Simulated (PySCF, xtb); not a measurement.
Homolysis of single bonds, series C NH2-H. All species are isolated molecules in the gas phase. One relaxed conformer stands for each flexible species; it need not be the lowest. Strings in code marks are SMILES.

Quantity: homolytic bond dissociation enthalpy at 298 K (no spin–orbit term), in kcal/mol. Enthalpy corrections at 298 K come from GFN2-xTB frequencies (xtb).

Level 1: B3LYP/3-21G // PBE-D3(BJ)/def2-TZVP (PySCF)
Level 2: PBE/6-31G* // PBE-D3(BJ)/def2-TZVP (PySCF)
Level 3: HF/6-31G* // PBE-D3(BJ)/def2-TZVP (PySCF)
Level 4: HF/STO-3G // PBE-D3(BJ)/def2-TZVP (PySCF)

```json
[
 {"species": "C–N bond of `CN`, giving `[CH3]` and `[NH2]`", "level 2": "88.7", "level 3": "51.6", "level 4": "66.1"},
 {"species": "N–C bond of `NCN` (H–N–C–N torsion -166°, N–C–N–H torsion -70°), giving `[CH2]N` (H–C–N–H torsion 40°) and `[NH2]`", "level 2": "83.4", "level 3": "52.0", "level 4": "64.7"}
]
```

Task: What does level 1 give for each?

Result: 
- C–N bond of `CN`, giving `[CH3]` and `[NH2]`: 83.6
- N–C bond of `NCN` (H–N–C–N torsion -166°, N–C–N–H torsion -70°), giving `[CH2]N` (H–C–N–H torsion 40°) and `[NH2]`: 77.7
